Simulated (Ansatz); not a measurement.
## Worked example: building the atomization energy of PH3, singlet

Measured: the G2/97 heats of formation, with zero-point and thermal terms from B3LYP taken off, give an electronic atomization energy of 241.9 kcal/mol (Curtiss et al., J. Chem. Phys. 106, 1063 (1997); Staroverov et al., J. Chem. Phys. 119, 12129 (2003)). The calculation below tries to reproduce it.

Geometry (MP2(full)/6-31G*, from the G2/97 set):

```xyz
4

P     0.0000    0.0000    0.0665
H     0.0000    1.2006   -0.6812
H     1.0398   -0.6003   -0.6812
H    -1.0398   -0.6003   -0.6812
```

Atomization energies (atoms less molecule, kcal/mol) from Ansatz 0.2.0, frozen cores, restricted molecule, unrestricted atoms (their steps beyond CCSDT(Q) from restricted open-shell runs), sets cc-pV(D+d)Z, cc-pV(T+d)Z, cc-pV(Q+d)Z:

| level | DZ | TZ | QZ |
| --- | --- | --- | --- |
| HF | 168.97 | 172.30 | 172.87 |
| CCSD(T) | 221.29 | 234.76 | 239.33 |
| CCSDT | 221.49 | 234.80 | 239.38 |
| CCSDT(Q) | 221.54 | 234.88 | 239.48 |
| CCSDTQ | 221.54 | – | – |

Task: Extrapolate Hartree–Fock with exp(−5.46 √X) and the CCSD(T) correlation part with X⁻³ (X = 3, 4), add each higher step from the largest set that has it, and compare with the measured value.

Result: Hartree–Fock: 172.87 + (172.87 − 172.30) × 0.301 = 173.04.
Correlation: TZ 62.46, QZ 66.46; (64 × 66.46 − 27 × 62.46) / 37 = 69.38.
Full triples (QZ): 239.38 − 239.33 = 0.05.
(Q) (QZ): 239.48 − 239.38 = 0.10.
Full quadruples (DZ): 221.54 − 221.54 = 0.00.
Sum: 242.6 kcal/mol, 0.7 above the measured 241.9.

The steps beyond CCSD(T) add 0.15 kcal/mol, while going from QZ to the limit adds 3.09. Core correlation, scalar relativity, spin–orbit terms and the relaxation from this MP2 geometry are missing from the sum, and the measured value has its own uncertainty.
